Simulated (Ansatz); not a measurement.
A made-up structure of Si2H5O (charge -1), singlet:

```json
{"atom": "O1", "x (Å)": "-0.3814", "y (Å)": "-0.5228", "z (Å)": "2.2350"}
{"atom": "Si2", "x (Å)": "-0.7644", "y (Å)": "0.6708", "z (Å)": "-0.7794"}
{"atom": "Si3", "x (Å)": "0.5824", "y (Å)": "-0.5765", "z (Å)": "0.7513"}
{"atom": "H4", "x (Å)": "-0.6988", "y (Å)": "-0.2373", "z (Å)": "-2.0037"}
{"atom": "H5", "x (Å)": "0.2171", "y (Å)": "1.7710", "z (Å)": "-1.1718"}
{"atom": "H6", "x (Å)": "0.9156", "y (Å)": "0.1361", "z (Å)": "2.0333"}
{"atom": "H7", "x (Å)": "1.9318", "y (Å)": "-0.9765", "z (Å)": "0.2072"}
{"atom": "H8", "x (Å)": "-0.0139", "y (Å)": "-1.8789", "z (Å)": "1.2101"}
```

It is relaxed with PBE-D4/def2-SVPD and then PBE0-D4/def2-TZVPD (Ansatz 0.2.0). Atoms count as bonded within 1.22 times the sum of their covalent radii (H–H: 0.88 Å). The end point is not checked to be a true minimum.

Task: Does its bonding change? (A judgement: the text doesn't fix the answer.)

Result: By the calculation: Yes. Formed: O1–H6; broken: Si3–H6.

Where it ends: The first stage lowers the energy by 5.60 eV in 19 steps. It ends as Si₂H₅O ([OH][SiH2][SiH2]), total charge -1:
O1  (0.231, 0.088, 2.184)
Si2  (-0.978, 0.632, -0.926)
Si3  (0.335, -0.540, 0.606)
H4  (-0.583, -0.415, -1.984)
H5  (0.151, 1.609, -1.287)
H6  (0.877, -0.306, 2.772)
H7  (1.836, -0.686, 0.401)
H8  (-0.081, -1.996, 0.716)
(Å)

Labels in which every atom is bracketed show which atoms are joined, not bond orders.

For scale, one of the runs: PBE0-D4/def2-TZVPD relaxation, 171 basis functions, launched by `ansatz run in.yaml --threads 2 --pin off --events-out ev --progress --plain --max-ram 4352MiB`. Hardware: 2 CPU threads of an Intel Xeon Platinum 8259CL, shared host. Wall time about 32 s.
